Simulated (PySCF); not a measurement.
Species: C2H6S2.
Structure used (PBE0-D3(BJ)/def2-SVP), in Å, numbered top down from 1:
```
atom  x, y, z in Å
C1     1.8584   -0.1015   -0.2293
S2     0.8945    0.2664    1.2607
S3    -0.7197    1.2900    0.4998
C4    -1.8654   -0.0466    0.0718
H5     2.7688   -0.6176    0.1132
H6     2.1406    0.8239   -0.7494
H7     1.3092   -0.7663   -0.9109
H8    -1.4571   -0.6905   -0.7201
H9    -2.1134   -0.6475    0.9573
H10   -2.7782    0.4416   -0.3030
```

Computed, not measured: PySCF, PBE0-D3(BJ)/def2-SVP geometry optimisation, gas phase.

Take the most abundant isotopes and a rigid rotor. The values belong to one conformer with, in the numbering `[CH3:1][S:2][S:3][CH3:4]`, C1–S2–S3–C4 87°.

(1) Give the principal moments of inertia and the rotational constants in GHz.

(2) What kind of rotor is it?

(3) What does the inertial defect say?

(4) Which lines would a microwave search look for?

## Answers

(1) Ia = 61.89, Ib = 183.14, Ic = 198.40 u·Å²; 505379 MHz·u·Å²/I gives 8166, 2760 and 2547 MHz, that is A = 8.1658, B = 2.7596, C = 2.5472 GHz.

(2) A near-prolate asymmetric top: κ = (2 × 2760 − 8166 − 2547)/(8166 − 2547) = -0.92.

(3) Not planar: Δ = Ic − Ia − Ib = -46.62 u·Å². For a rigid frame Δ = −2 Σ m c², so Σ m c² = 23.31 u·Å² lies off the ab plane: 4.93 from hydrogen and 18.38 from heavier atoms. The atom farthest from that plane is 1.53 Å away.

(4) The dipole components are |μa| = 0.00 D, |μb| = 2.08 D, |μc| = 0.00 D; the symmetry axis of this C2 structure is b, so μa and μc vanish by symmetry and there are no a-type or c-type lines. Some lines, for components of 0.1 D or more:

| type | branch | J(Ka,Kc) | MHz | lower level (cm⁻¹) |
| --- | --- | --- | --- | --- |
| b | R | 2(0,2) ← 1(1,1) | 5201 | 0.357 |
| b | Q | 1(1,0) ← 1(0,1) | 5619 | 0.177 |
| b | Q | 3(1,2) ← 3(0,3) | 6176 | 1.061 |
| b | R | 3(0,3) ← 2(1,2) | 10696 | 0.704 |
| b | R | 1(1,1) ← 0(0,0) | 10713 | 0.000 |
| b | R | 2(1,2) ← 1(0,1) | 15808 | 0.177 |
| b | Q | 3(2,1) ← 3(1,2) | 15935 | 1.267 |
| b | Q | 2(2,0) ← 2(1,1) | 16225 | 0.726 |
| b | Q | 2(2,1) ← 2(1,2) | 16856 | 0.704 |
| b | Q | 3(2,2) ← 3(1,3) | 17178 | 1.225 |
| b | R | 3(1,3) ← 2(0,2) | 20798 | 0.531 |
| b | R | 2(2,1) ← 1(1,0) | 27045 | 0.364 |
| b | R | 2(2,0) ← 1(1,1) | 27263 | 0.357 |
| b | Q | 3(3,0) ← 3(2,1) | 27535 | 1.799 |
| b | Q | 3(3,1) ← 3(2,2) | 27566 | 1.798 |
| b | R | 3(2,2) ← 2(1,1) | 32139 | 0.726 |
| b | R | 3(2,1) ← 2(1,2) | 32807 | 0.704 |
| b | R | 3(3,1) ← 2(2,0) | 43480 | 1.267 |
| b | R | 3(3,0) ← 2(2,1) | 43486 | 1.267 |

PBE0-D3(BJ)/def2-SVP frequencies: not computed here. No vibrational averaging or centrifugal distortion is included, and the geometry carries the error of its method. A rigid rotor knows nothing of internal rotation, which can split or shift real lines.
